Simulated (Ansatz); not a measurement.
**Forces on a displaced structure**

MgAlH₃O (SMILES [MgH][O][AlH2]), singlet, at a frame of a short PBE0-D4/def2-SVP trajectory.

Mg1  (-1.860, -0.297, -0.918)
O2  (-0.290, 0.113, -0.053)
Al3  (1.254, 0.340, 0.631)
H4  (-3.312, -0.009, -1.488)
H5  (2.550, 0.817, -0.246)
H6  (1.451, 0.098, 2.239)
(Å)

Program: Ansatz 0.2.0. Basis: def2-TZVPP. Cores are frozen in the correlated methods. The outer core shell of Li, Na, Mg and K is correlated. The def2 sets are not built for correlating such inner shells, so the correlated values are less sure here.

CCSD(T) forces from the calculation:
```
atom      Fx      Fy  Fz (eV/Å)
 Mg1   1.424   0.397      0.799
  O2   0.416  -0.258     -0.069
 Al3  -0.190   0.026      0.133
  H4  -1.047  -0.044     -0.496
  H5  -0.537  -0.198      0.256
  H6  -0.065   0.077     -0.623
```

(1) Which atom feels the largest CCSD(T) force, and how large is it?

The T1 diagnostic stays at or below 0.013.

Results:

(1) Mg1, 1.68 eV/Å, along (0.85, 0.24, 0.48).

Root-mean-square difference of the force components from those of CCSD(T): PBE-D4 0.094; r2SCAN-D4 0.055; PBE0-D4 0.074; wB97M-V 0.039 eV/Å.

For scale, one of the runs: CCSD(T)/def2-TZVPP forces, 147 basis functions, launched by `ansatz run in.yaml --threads 2 --pin off --events-out ev --progress --plain --max-ram 3481MiB`. The run took 80 s on 2 CPU threads of an Intel Xeon Platinum 8488C (shared host), with 1.6 GiB of host memory at its peak.
